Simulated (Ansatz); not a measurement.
**SiPN (singlet): the correlation ladder, cc-pVDZ**

One table from this session's results is given with a row withheld; the runs are named, their logs left out.

The runs use Ansatz 0.2.0, Gaussian basis; cc-pVDZ, core rule «outside noble gas», up to 11 orbitals frozen.

Plan: UHF; CCSD(T) on RHF; CCSD(T) on UHF; BCCD(T) on RHF; CISD; CCSDT(Q) on RHF; CCSDT(Q) on UHF; CASSCF and MRCISD+Q, 10 electrons in 10 orbitals; CASSCF and NEVPT2, 10 electrons in 10 orbitals.

16 further runs of the same task are left out: 10 that didn't finish, 6 set aside as unsound or not needed.

## The geometry

The geometry is a PBE0/def2-TZVP stationary point (not a proven minimum).

3 atoms, charge 0, spin multiplicity 1.

Atoms are counted from 1 here; the program's logs count them from 0.

Bond lengths: N1–Si2 1.608 Å, Si2–P3 2.062 Å. Angles: N1–Si2–P3 180.0°.

The first run:

Input file in.yaml:

```yaml
crystal:
  periodic: [false, false, false]
  atoms:
    - {symbol: N, position_ang: [0.000000, 0.000000, 1.759600]}
    - {symbol: Si, position_ang: [0.000000, 0.000000, 0.151300]}
    - {symbol: P, position_ang: [0.000000, 0.000000, -1.910900]}
basis:
  gaussian: {orbitals: cc-pVDZ}
magnetization: {spin_polarized: true, initial_magnetization: 0}
hamiltonian: {xc: hf}
output: {orbitals: {seedname: orbitals}}
```

The run is started by

```bash
ansatz run in.yaml --threads 1 --pin off --events-out ev --progress --plain --max-ram 2393MiB
```

Among the steps run: UHF; CCSD(T) on RHF; CCSD(T) on UHF; BCCD(T) on RHF; CISD; CCSDT(Q) on RHF; CCSDT(Q) on UHF; CASSCF and MRCISD+Q, 10 electrons in 10 orbitals; CASSCF and NEVPT2, 10 electrons in 10 orbitals.

One of the session's tables, all rows but one given; the rest of the session is left out.

| method | from RCCSDT(Q) (meV) |
| --- | --- |
| RHF | +11856.7 |
| UHF | +9986.9 |
| RMP2 | +2028.0 |
| UMP2 | +1826.0 |
| CISD | +2791.6 |
| RCCSD | +1178.4 |
| UCCSD | +518.9 |
| RCCSD(T) | +319.7 |
| UCCSD(T) | -100.3 |
| BCCD(T) | +336.3 |
| RCCSDT | ? |
| UCCSDT | -462.6 |
| RCCSDT(Q) | 0 |
| UCCSDT(Q) | -836.2 |
| CASSCF valence | +7016.5 |
| NEVPT2 valence | +1338.9 |
| MRCISD valence | +772.8 |
| MRCISD+Q valence | +96.8 |

Estimate the missing values for RCCSDT.

**Answer.** from RCCSDT(Q) (meV): +269.7. In the column «from RCCSDT(Q) (meV)» it lies between MRCISD+Q valence (+96.8) and RCCSD(T) (+319.7).

The program flags RCCSD(T), UCCSD(T), BCCD(T), RCCSDT(Q), UCCSDT(Q) as in doubt (see the logs), so the zero of the table is itself unsure.

Limits of these values: The determinant is far from a pure spin state, so its energy mixes those of several spin states (harmless only where they are near-degenerate, as at dissociation). The report flags that the cluster equations may have other roots. The program flags RCCSD(T), UCCSD(T), BCCD(T), RCCSDT(Q), UCCSDT(Q) as in doubt, so the zero of the table is itself unsure. Warnings: restricted reference is unstable; spin contamination; large T1 diagnostic. Restricted and unrestricted rows rest on different reference determinants; where their highest levels disagree by more than a few hundredths of an eV, they describe different states and don't form one ladder.
